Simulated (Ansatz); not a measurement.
Where the states of Na lie

```
CELL_PARAMETERS angstrom
-2.09744 2.09744 2.09744
2.09744 -2.09744 2.09744
2.09744 2.09744 -2.09744
ATOMIC_POSITIONS crystal
Na 0.00000 0.00000 0.00000
```

The cell was built from the bcc type and relaxed in the same program, and has space group Im-3m; it needn't be a known or the stable phase.

Method: DFT, PBE, all-electron LAPW, scalar-relativistic in Ansatz 0.2.0.

The runs use a Γ-centred 13×13×13 k mesh, Fermi–Dirac smearing of 0.08 eV, basis error target 0.5 meV/atom, no spin polarisation.

States per eV and cell, averaged over 0.6 eV, from -3.4 to 4.2 eV, with energies (bin centres) from the Fermi level; empty bins are left out. 

| E (eV) | total |
| --- | --- |
| -3.2 | 0.06 |
| -2.6 | 0.20 |
| -2.0 | 0.28 |
| -1.4 | 0.34 |
| -0.8 | 0.40 |
| -0.2 | 0.46 |
| 0.4 | 0.57 |
| 1.0 | 0.54 |
| 1.6 | 0.48 |
| 2.2 | 0.67 |
| 2.8 | 0.64 |
| 3.4 | 0.65 |
| 4.0 | 0.69 |
